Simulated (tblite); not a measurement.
Species: C₃H₂FOP.
Atom-mapped SMILES: `[F:1][c:2]1[cH:3][p:4][cH:5][o:6]1` (hydrogens: H7 on C3; H8 on C5)

Computed with GFN2-xTB (tblite), gas phase: L-BFGS steps from a force-field or distance-geometry start until the largest atomic force falls under 0.01 eV/Å.

Geometry at step 1:
```
atom  x, y, z in Å
F1     -1.5203    1.6600    0.5118
C2     -0.6581    0.6332    0.4322
C3     -0.9812   -0.6641    0.5761
P4      0.5140   -1.5957    0.3900
C5      1.4817   -0.1054    0.1580
O6      0.6265    0.9595    0.2157
H7     -2.0050   -1.0049    0.7518
H8      2.5516    0.1268   -0.0252
```

Task: Give the atomic forces at this geometry.

Result: 
```tsv
atom	Fx (eV/Å)	Fy (eV/Å)	Fz (eV/Å)
F1	0.548	-0.192	-0.098
C2	0.705	0.741	-0.070
C3	0.068	-0.302	-0.072
P4	1.399	0.637	-0.197
C5	-2.140	-0.924	0.321
O6	-0.065	0.322	0.006
H7	0.740	0.045	-0.106
H8	-1.255	-0.326	0.215
```

The largest, 2.35 eV/Å, acts on C5; the rms over all components is 0.702 eV/Å. The forces sum to zero within rounding, as they must for an isolated molecule in no field.

Task: Give the force on C5 in Eh/bohr and in nN.

Result: 2.353 eV/Å ÷ 51.422 = 0.04576 Eh/bohr, and 2.353 eV/Å × 1.602 = 3.77 nN.

Task: How far is this geometry from the end of the optimisation?

Result: 0.311 eV above it, and 0.078 Å rms away after alignment. The bonds farthest from their final lengths, with half the difference of the two atoms' forces along the bond (positive lengthens):

| bond | now (Å) | final (Å) | force along bond (eV/Å) |
| --- | --- | --- | --- |
| P4–C5 | 1.792 | 1.708 | -1.64 |
| C5–H8 | 1.110 | 1.075 | +0.50 |
| C3–H7 | 1.093 | 1.072 | -0.37 |
| C5–O6 | 1.367 | 1.346 | -0.17 |
| C2–O6 | 1.343 | 1.324 | -0.43 |
| F1–C2 | 1.343 | 1.329 | -0.31 |

The angle farthest from its final value is P4–C5–O6, 107.7° against 115.9°.

Of the 6 listed bonds off by 0.010 Å or more, this force points towards the final length in 5.

The cost below is that of the whole relaxation. Hardware: AMD EPYC 7R43, one thread, on a shared host. Cost: under 0.1 s.
